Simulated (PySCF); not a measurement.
propene cation (C3H6), SMILES C=CC (connectivity only; charge and spin as stated), charge +1, multiplicity 2. Geometry: PBE-D3(BJ)/def2-TZVP. The multiplicity is an assumed one; other spin states were not compared.

Computed with PBE-D3(BJ)/def2-TZVP (PySCF).

Harmonic wavenumbers (cm⁻¹): 141, 232, 397, 720, 830, 884, 941, 1009, 1165, 1223, 1241, 1302, 1365, 1436, 1506, 2812, 2893, 3059, 3070, 3107, 3170. Rotational constants (GHz): 45.62, 9.196, 8.030; symmetry number 1.

### Question
Work out the zero-point energy and the ideal-gas rigid-rotor harmonic-oscillator thermochemistry at 298.15 K and 1 atm.

### Answer
ZPE = ½ Σ hcν = ½ × 32503 cm⁻¹ = 46.47 kcal/mol. H − E(el) = 50.01 kcal/mol. Entropy in cal/(mol K): translation 37.14, rotation 22.08, vibration 6.65, spin 1.38, total 67.25. G − E(el) = 29.96 kcal/mol. Cp = 16.89 cal/(mol K). Modes under 150 cm⁻¹ make the vibrational entropy uncertain.
